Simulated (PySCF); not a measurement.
# input.py for NH

Input:

```python
from pyscf import gto, scf

mol = gto.M(
    atom='H 0 0 0; N 0 0 0.975',
    basis='6-31+g*',
    charge=0,
    spin=2,
    verbose=4,
)
mf = scf.ROHF(mol)
mf.kernel()
mf.analyze()
print('orbital energies (hartree):', mf.mo_energy[..., max(0, mol.nelec[1]-3):mol.nelec[0]+3].round(4))
```

```bash
$ OMP_NUM_THREADS=1 python input.py
```

It prints (some set-up lines and the per-cycle HOMO/LUMO lines with their warnings removed):

```
PySCF version 2.14.0

[INPUT] Symbol           X                Y                Z      unit          X                Y                Z       unit  Magmom
[INPUT]  1 H      0.000000000000   0.000000000000   0.000000000000 AA    0.000000000000   0.000000000000   0.000000000000 Bohr   0.0
[INPUT]  2 N      0.000000000000   0.000000000000   0.975000000000 AA    0.000000000000   0.000000000000   1.842482971451 Bohr   0.0

nuclear repulsion = 3.79922100147692
number of shells = 10
number of NR pGTOs = 35
number of NR cGTOs = 20
basis = 6-31+g*
ecp = {}

******** <class 'pyscf.scf.rohf.ROHF'> ********
method = ROHF
initial guess = minao
damping factor = 0
level_shift factor = 0
DIIS = <class 'pyscf.scf.diis.CDIIS'>
SCF conv_tol = 1e-09
SCF max_cycles = 50
num. doubly occ = 3  num. singly occ = 2
init E= -54.5325306481175
cycle= 1 E= -54.9186105111492  delta_E= -0.386  |g|= 0.26  |ddm|= 0.867
cycle= 2 E= -54.9470947566549  delta_E= -0.0285  |g|= 0.128  |ddm|= 0.294
cycle= 3 E= -54.9518613946334  delta_E= -0.00477  |g|= 0.0152  |ddm|= 0.0995
cycle= 4 E= -54.9520051472418  delta_E= -0.000144  |g|= 0.00647  |ddm|= 0.0218
cycle= 5 E= -54.9520237227115  delta_E= -1.86e-05  |g|= 0.000577  |ddm|= 0.0092
cycle= 6 E= -54.9520241642277  delta_E= -4.42e-07  |g|= 0.000179  |ddm|= 0.00156
cycle= 7 E= -54.9520241881767  delta_E= -2.39e-08  |g|= 2.48e-05  |ddm|= 0.000368
cycle= 8 E= -54.9520241887449  delta_E= -5.68e-10  |g|= 3.43e-06  |ddm|= 5.5e-05
Extra cycle  E= -54.9520241887547  delta_E= -9.88e-12  |g|= 2e-06  |ddm|= 1.01e-05
converged SCF energy = -54.9520241887547
**** SCF Summaries ****
Total Energy =                         -54.952024188754734
Nuclear Repulsion Energy =               3.799221001476923
One-electron Energy =                  -81.944545089097858
Two-electron Energy =                   23.193299898866197
Two-electron Coulomb Energy =           30.132659191792342
DFT Exchange-Correlation Energy =       -6.939359292926145
**** MO energy ****
                Roothaan           | alpha              | beta
MO #1   energy= -15.6127975763073  | -15.6396436677474  | -15.5859514848673  occ= 2
MO #2   energy= -1.06685900585053  | -1.17735318984101  | -0.956364821860048 occ= 2
MO #3   energy= -0.560595036157128 | -0.604876698172155 | -0.516313374142103 occ= 2
MO #4   energy= -0.179763232802404 | -0.538713443815019 | 0.179186180785936  occ= 1
MO #5   energy= -0.179763232802402 | -0.538713443815021 | 0.179186180785937  occ= 1
MO #6   energy= 0.128256091329749  | 0.121957606184905  | 0.134554576474588  occ= 0
MO #7   energy= 0.190195255545264  | 0.178714854865917  | 0.201676485822497  occ= 0
MO #8   energy= 0.190195255545264  | 0.178714854865916  | 0.201676485822496  occ= 0
MO #9   energy= 0.192214231025367  | 0.188006722265757  | 0.19642173978497   occ= 0
MO #10  energy= 0.363844290485679  | 0.351947673311028  | 0.375740907660324  occ= 0
MO #11  energy= 1.09098664241461   | 1.07445592215935   | 1.10751736266987   occ= 0
MO #12  energy= 1.11679600633307   | 1.04945384322689   | 1.18413813655659   occ= 0
MO #13  energy= 1.11679600633307   | 1.04945384322688   | 1.18413813655659   occ= 0
MO #14  energy= 1.26623192915164   | 1.24643028113134   | 1.28603357717193   occ= 0
MO #15  energy= 1.34382803160558   | 1.30837411963116   | 1.37928194357999   occ= 0
MO #16  energy= 1.97216651272107   | 1.91705389093854   | 2.02727913521268   occ= 0
MO #17  energy= 1.97216651272108   | 1.91705389093854   | 2.02727913521268   occ= 0
MO #18  energy= 2.01491065821738   | 1.91830977216064   | 2.11151154427411   occ= 0
MO #19  energy= 2.01491065821738   | 1.91830977216065   | 2.11151154427411   occ= 0
MO #20  energy= 2.69356147348881   | 2.66424856304786   | 2.72287438392976   occ= 0
 ** Mulliken pop on meta-lowdin orthogonal AOs  **
 ** Mulliken pop  **
pop of  0 H 1s            0.76350
pop of  0 H 2s            0.01971
pop of  1 N 1s            1.99999
pop of  1 N 2s            1.76712
pop of  1 N 3s            0.01395
pop of  1 N 4s            0.00095
pop of  1 N 2px           0.99543
pop of  1 N 2py           0.99543
pop of  1 N 2pz           1.42465
pop of  1 N 3px           0.00371
pop of  1 N 3py           0.00371
pop of  1 N 3pz           0.00142
[8 lines left out]
 ** Mulliken atomic charges  **
charge of    0H =      0.21678
charge of    1N =     -0.21678
Dipole moment(X, Y, Z, Debye):  0.00000,  0.00000, -1.84734
orbital energies (hartree): [-15.6128  -1.0669  -0.5606  -0.1798  -0.1798   0.1283   0.1902   0.1902]
```

In short: E(SCF) = -54.952024 Eh, 8 cycles, μz(SCF) = -1.85 D.

It ran on Intel Xeon 6975P-C (1 thread, shared host) in 0.58 s.

The bond length is a typed value, not an optimised one. No search for the lowest solution was made.
